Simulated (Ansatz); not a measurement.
CH₄BS (`C[B]S`) radical. Total charge 0; spin multiplicity 2. The structure was optimised at the PBE0-D4/def2-TZVP level. It is one conformer, not always the lowest.

```xyz
7

C     0.591   -0.304   -0.763
B    -0.382    0.505    0.128
S    -0.973    0.097    1.733
H     0.111   -0.535   -1.720
H     0.944   -1.242   -0.320
H     1.464    0.309   -1.009
H    -1.756    1.170    1.951
```

(1) What is the dipole moment at r2SCAN/def2-TZVPP? (An estimate is asked.)

(2) And with PBE, B3LYP, ωB97M-V? (An estimate is asked.)

(3) Give the Mulliken charges with r2SCAN, B3LYP, PBE in def2-TZVPP. (Estimate.)

Results:

(1) Computed: 0.24 D, with components (0.11, 0.00, -0.21) D in this frame, pointing from negative to positive charge.

(2) The calculation gave: PBE 0.19 D, B3LYP 0.19 D, ωB97M-V 0.20 D.

(3) Ansatz gave: 
```
atom  r2SCAN  B3LYP    PBE
  C1   -0.20  -0.28  -0.30
  B2   -0.03  -0.02  -0.04
  S3   -0.10  -0.13  -0.12
  H4    0.08   0.11   0.11
  H5    0.06   0.09   0.10
  H6    0.08   0.11   0.11
  H7    0.11   0.12   0.13
```

B3LYP here is the variant with VWN-RPA as its local correlation; programs differ in this.
